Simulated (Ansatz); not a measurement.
A nudged elastic band was laid between two geometries of AlFH₄S (7 atoms, charge 0, multiplicity 1).

Computed with RKS B3LYP/def2-SVP (Ansatz 0.2.0).

```
movable images  : 5
climbing image  : yes
spring          : 5.0 eV/Å²
optimiser       : quadratic models (default)
start path      : through a guess of the saddle point
force threshold : 0.03 eV/Å
iteration limit : 60
end points      : relaxed
```

Image 0:

```xyz
7
Properties=species:S:1:pos:R:3
Al -0.016 0.036 -0.020
F -0.501 0.436 1.545
H 1.512 0.290 -0.355
H -1.168 -0.038 -1.107
S 0.148 -2.539 0.469
H -1.120 -2.669 0.927
H 0.654 -2.380 1.716
```

Image 6:

```xyz
7
Properties=species:S:1:pos:R:3
Al 0.109 -0.365 -0.148
F -0.071 -0.152 1.802
H 1.508 0.255 -0.520
H -1.293 0.016 -0.762
S 0.273 -2.583 0.555
H -1.048 -2.853 0.428
H 0.031 -1.182 1.818
```

Task: What changes between the two ends?

Result: Bonds broken: S5–H7.

Task: What energy profile does the band end with?

Result: The forces met the threshold. The highest image is number 5 of 0 to 6, 0.63 eV above the first end and 0.00 eV above the last; the last end lies 0.63 eV above the first. The top lies less than 8 meV above the higher end, about what the thresholds resolve: that end is a shoulder or a very shallow well. A vibrational analysis at the climbing image gives one clearly imaginary mode, 188i cm⁻¹: a first-order saddle point. The orbitals stay closed-shell, which can raise the energy where a bond breaks towards radicals; this wasn't checked here.

```
image  path coordinate (Å)  energy (eV)  S5–H7 (Å)
    0                 0.00         0.00       1.35
    1                 0.42         0.00       1.35
    2                 0.84         0.01       1.36
    3                 1.26         0.06       1.36
    4                 1.68         0.32       1.45
    5                 2.10         0.63       1.82
    6                 2.18         0.63       1.90
```

Task: What is the geometry of the highest image?

Result: 
```xyz
7
Properties=species:S:1:pos:R:3
Al 0.107 -0.341 -0.135
F -0.083 -0.153 1.786
H 1.509 0.267 -0.516
H -1.291 0.004 -0.777
S 0.280 -2.573 0.589
H -1.038 -2.851 0.448
H 0.024 -1.216 1.778
```

Run time: 2.7 min on 1 thread of Arm Neoverse V1, on a shared host, peak memory 0.11 GiB.
